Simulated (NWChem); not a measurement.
C3H4 cation, doublet; SMILES of the neutral closed-shell parent C=C=C

```xyz
7

C      0.0000    -1.3255     0.0000
C      0.0000     0.0000     0.0000
C      0.0000     1.3255     0.0000
H     -0.8666    -1.9021    -0.3920
H      0.8666    -1.9021     0.3920
H      0.8666     1.9021    -0.3920
H     -0.8666     1.9021     0.3920
```
Atoms are numbered in this order, from 1.

Results from NWChem. Pople sets run with spherical d functions. Spin-unrestricted. In the optimisation the excess spin sits in b3 (D2, its own frame). Structure relaxed at the PBE-D3(BJ)/def2-SVP, spin-unrestricted level. The spin multiplicity was typed, not searched, and may not be the lowest. No stability test was run on the SCF state. Level B3LYP/6-31G*: energy and gradient on several grids; changes count from the extra-fine grid, which is no exact limit either.

Problem. Which is the coarsest grid (fine; coarse; xfine; xcoarse; medium) from which on the energy stays within 50 μHa and each gradient component within 100 μHa/bohr of xfine?

Solution. coarse.
```csv
grid,size of the energy change (μHa),largest change of a gradient component (μHa/bohr)
xcoarse,900,80
coarse,< 10,40
medium,< 10,< 30
fine,< 10,< 30
xfine,< 10,< 30
```
